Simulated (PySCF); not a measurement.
C4H5Cl.
SMILES with atom numbers: `[CH:1]#[C:2][CH2:3][CH2:4][Cl:5]` (hydrogens: H6 on C1; H7, H8 on C3; H9, H10 on C4)

Computed with PySCF at wB97X-D/pcSseg-2, non-relativistic, on one gas-phase PBE0-D3(BJ)/def2-TZVP geometry that isn't relaxed in the solvent. The solvent is an IEF-PCM continuum (cavity from Bondi-type radii × 1.2). Only the electrostatic response of the medium enters.

Gas phase at wB97X-D/pcSseg-2: HOMO -9.98 eV, LUMO 1.89 eV, dipole 1.45 D.

What does the continuum do to the energy, the frontier levels and the dipole at wB97X-D/pcSseg-2 in chloroform?

| solvent | ε | E(solvent) − E(gas) (kcal/mol) | polarisation term (kcal/mol) | distortion of the solute (kcal/mol) | HOMO (eV) | LUMO (eV) | dipole (D) |
| --- | --- | --- | --- | --- | --- | --- | --- |
| chloroform | 4.711 | -3.28 | -3.55 | 0.27 | -9.92 | 2.02 | 1.69 |

Polarisation term: ½ Σ q·V over the induced surface charges. Distortion: the rise of the solute's own energy as its density leaves the gas-phase optimum.

Which radius a makes the point-dipole formula ΔE = −[(ε − 1)/(2ε + 1)]·μ²/a³ give the value in chloroform, with the gas-phase dipole?

μ = 0.571 au and |ΔE| = 0.00523 Eh give a = 1.49 Å; the farthest nucleus lies 3.38 Å from the centroid of the nuclei, so such a sphere wouldn't even hold the nuclei. The formula assumes a rigid point dipole at the centre of a sphere.

Hardware: an Arm Neoverse V2 with one thread, no GPU, shared host with 192 logical CPUs at a one-minute load of 79. Cost: 32 s, 1.1 GiB resident at most. This is the whole shielding run at wB97X-D/pcSseg-2 in chloroform, SCF included.

Shape of the structure used: `[CH:1]#[C:2][CH2:3][CH2:4][Cl:5]`: C2–C3–C4–Cl5 180°.

The pairwise dispersion term of wB97X-D wasn't added to the energies; at a given geometry it leaves orbitals and properties as they are.
